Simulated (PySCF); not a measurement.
Molecule: Aziridine (C1CN1, C₂H₅N).

Numbering as in the mapped SMILES `[CH2:1]1[CH2:2][NH:3]1` (H(Xn): hydrogen on atom n).

Spin–spin couplings on one PBE0-D3(BJ)/def2-SVP geometry, PySCF, gas phase, non-relativistic, equivalent pairs averaged; isotopes ¹³C, ¹H, ¹⁵N; basis pcJ-1.

**Question.** How do the couplings (Hz) change with the functional? Times are CPU seconds on 1 thread of an Arm Neoverse V1, shared host.

**Answer.** 
| functional | functions | ¹J(C1,H(C1)) | ¹J(N3,H(N3)) | ¹J(C1,C2) | ²J(C1,H(N3)) | ²J(H(C1),H(C1)) | ²J(C1,H(C2)) | ³J(H(C1),H(N3)) | core-s |
| --- | --- | --- | --- | --- | --- | --- | --- | --- | --- |
| HF | 131 | 207.1 | -76.2 | 43.9 | -11.0 | -9.1 | -9.0 | 12.0 | 3.5 |
| LDA | 131 | 137.2 | -47.7 | 11.4 | -1.2 | 1.8 | -0.8 | 8.3 | 4.9 |
| PBE | 131 | 161.7 | -51.4 | 18.3 | -2.5 | 1.4 | -1.7 | 10.3 | 7.5 |
| KT2 | 131 | 173.5 | -51.6 | 11.6 | -3.4 | 1.3 | -2.2 | 12.7 | 7.4 |
| B3LYP | 131 | 175.9 | -58.4 | 22.7 | -3.3 | 1.1 | -2.0 | 10.6 | 8.6 |
| PBE0 | 131 | 166.3 | -55.3 | 21.5 | -3.7 | -0.2 | -2.5 | 10.2 | 6.8 |
| B97-2 | 131 | 159.9 | -54.1 | 20.7 | -3.0 | 0.5 | -1.8 | 9.4 | 6.6 |
| BHandHLYP | 131 | 187.2 | -65.0 | 28.8 | -5.1 | -0.7 | -3.3 | 10.9 | 7.5 |
| CAM-B3LYP | 131 | 172.9 | -58.7 | 22.3 | -3.3 | 0.6 | -2.1 | 10.3 | 8.9 |
